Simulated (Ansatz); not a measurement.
# FH5Si: the cost of one run

Method: RKS LDA/cc-pVDZ, in Ansatz 0.2.0.

## Step 1: The structure to begin with

Bond lengths: Si1–H3 1.460 Å, Si1–H4 1.459 Å, Si1–H5 1.459 Å, Si1–F6 1.890 Å. Angles: H3–Si1–H4 109.5°, H3–Si1–H5 109.5°, H3–Si1–F6 178.9°, H4–Si1–H5 109.5°, H4–Si1–F6 70.0°, H5–Si1–F6 70.0°.

Structure file:

```xyz
7

Si    0.0000    0.0000    0.0000
H     0.0000    0.0000    1.8100
H     1.3768    0.0000   -0.4862
H    -0.6877    1.1914   -0.4862
H    -0.6877   -1.1914   -0.4862
F    -1.7936    0.0000    0.5960
H    -0.9735    0.0000    1.6930
```

## Step 2: Pulling towards end A

Springs on the bonds that form and break draw the guess towards this end; the thresholds are loose.

Contents of input.yaml:

```yaml
crystal:
  periodic: [false, false, false]
  atoms:
    - { symbol: Si, position_ang: [0.0, 0.0, 0.0] }
    - { symbol: H, position_ang: [0.0, 0.0, 1.81] }
    - { symbol: H, position_ang: [1.3768, 0.0, -0.4862] }
    - { symbol: H, position_ang: [-0.6877, 1.1914, -0.4862] }
    - { symbol: H, position_ang: [-0.6877, -1.1914, -0.4862] }
    - { symbol: F, position_ang: [-1.7936, 0.0, 0.596] }
    - { symbol: H, position_ang: [-0.9735, 0.0, 1.693] }
basis:
  gaussian: { orbitals: cc-pVDZ }
hamiltonian:
  xc: lda
relax:
  f_tol: 0.15
  max_steps: 25
  restrain:
    - { distance: [0, 5], at: 2.79, k: 30.0 }
    - { distance: [6, 1], at: 1.86, k: 30.0 }
    - { distance: [0, 1], at: 1.46, k: 30.0 }
    - { distance: [6, 5], at: 0.92, k: 30.0 }
```

The run is started by

```bash
ansatz run input.yaml --threads 1 --pin off --max-ram 2048MiB --backend cpu --events-out ev --progress --plain --runs-dir out
```

Q: Estimate wall time and peak memory on 1 thread of Arm Neoverse V2, shared host.

About 4.8 s, with a peak of 0.1 GiB.
